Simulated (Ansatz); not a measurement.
# H4SSi: the cost of one run

The runs use Ansatz 0.2.0, Gaussian basis; PBE0-D4/def2-TZVP structures, single points in def2-TZVPP, no counterpoise correction.

Levels: SPW92, PBE-D4, BLYP-D4, r2SCAN-D4, B97M-V, PBE0-D4, B3LYP-D4, r2SCAN0-D4, BHLYP-D4, CAM-B3LYP-D4, wB97X-V, wB97M-V, B2PLYP, PBE-QIDH, RPA on PBE, Hartree-Fock, MP2, CCSD, CCSD(T).

Correlated methods freeze the cores. B3LYP uses VWN-RPA correlation. B2PLYP carries no dispersion term here.

94 further runs of the same task are left out: 94 set aside as unsound or not needed.

**1. Starting geometry**

The complex: 10 atoms, charge 0, spin multiplicity 1.

Atoms are counted from 1 here; the program's logs count them from 0.

Bond lengths: Si1–S2 2.143 Å, Si1–H3 1.482 Å, Si1–H4 1.493 Å, Si1–H5 1.482 Å, S2–H8 1.343 Å, H6–N7 1.013 Å, N7–H9 1.013 Å, N7–H10 1.013 Å. Angles: S2–Si1–H3 113.4°, S2–Si1–H4 104.5°, S2–Si1–H5 113.4°, H3–Si1–H4 106.9°, H3–Si1–H5 111.0°, H4–Si1–H5 106.9°, Si1–S2–H8 94.7°, H6–N7–H9 107.8°, H6–N7–H10 107.6°, H9–N7–H10 107.8°.

Geometry (Å):

```xyz
10
charge 0, multiplicity 1
Si   -0.4955   -0.8756    0.6780
S     1.3537    0.0539    1.2354
H    -0.4160   -1.6250   -0.5981
H    -0.7513   -1.8773    1.7558
H    -1.6458    0.0590    0.6754
H     0.9410    0.8811   -1.8179
N     0.0759    1.0549   -1.3207
H     1.5099   -0.6755    2.3523
H    -0.6815    1.0002   -1.9906
H     0.1094    2.0042   -0.9694
```

Its parts: SiH₄S holds atoms 1, 2, 3, 4, 5, 8; NH₃ holds atoms 6, 7, 9, 10. Each part counts its atoms afresh in its own runs.

**2. Relaxing SiH₄S alone**

relax-a/in.yaml reads:

```yaml
crystal:
  periodic: [false, false, false]
  atoms:
    - {symbol: Si, position_ang: [-0.495540, -0.875554, 0.678045]}
    - {symbol: S, position_ang: [1.353743, 0.053887, 1.235368]}
    - {symbol: H, position_ang: [-0.416035, -1.625032, -0.598109]}
    - {symbol: H, position_ang: [-0.751270, -1.877333, 1.755784]}
    - {symbol: H, position_ang: [-1.645832, 0.059015, 0.675370]}
    - {symbol: H, position_ang: [1.509950, -0.675483, 2.352274]}
basis:
  gaussian: {orbitals: def2-TZVP}
hamiltonian: {xc: pbe0, dispersion: d4}
relax: {f_tol: 0.005, max_steps: 200}
```

On the command line:

```
ansatz run in.yaml --threads 4 --pin off --events-out ev --progress --plain --max-ram 9574MiB
```

**Question.** How long does this run take on 4 threads of Arm Neoverse V1, shared host?

About 9.5 s.
